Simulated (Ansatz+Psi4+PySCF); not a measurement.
## singlet C₂H₄: levels of theory in one basis

```json
{"atom": "C", "x (Å)": "0.0000", "y (Å)": "0.0000", "z (Å)": "0.6656"}
{"atom": "C", "x (Å)": "0.0000", "y (Å)": "0.0000", "z (Å)": "-0.6656"}
{"atom": "H", "x (Å)": "0.0000", "y (Å)": "0.9215", "z (Å)": "1.2317"}
{"atom": "H", "x (Å)": "0.0000", "y (Å)": "-0.9215", "z (Å)": "1.2317"}
{"atom": "H", "x (Å)": "0.0000", "y (Å)": "0.9215", "z (Å)": "-1.2317"}
{"atom": "H", "x (Å)": "0.0000", "y (Å)": "-0.9215", "z (Å)": "-1.2317"}
```

Basis set: cc-pVTZ (spherical functions). Frozen core: 2 orbitals. Charge 0, multiplicity 1.

Computed with Ansatz (development build ahead of 0.2.0) and Psi4 1.11; each method stands on the lowest determinant of its kind that the runs found.

```
     method  E − E(RHF) (eV)  <S²> of the determinant
        RHF             0.00                     0.00
   RHF-CCSD            -9.79                        –
RHF-CCSD(T)           -10.20                        –
```

Task: What does RHF-MP2 give on the same scale?

Result: -9.13 eV.
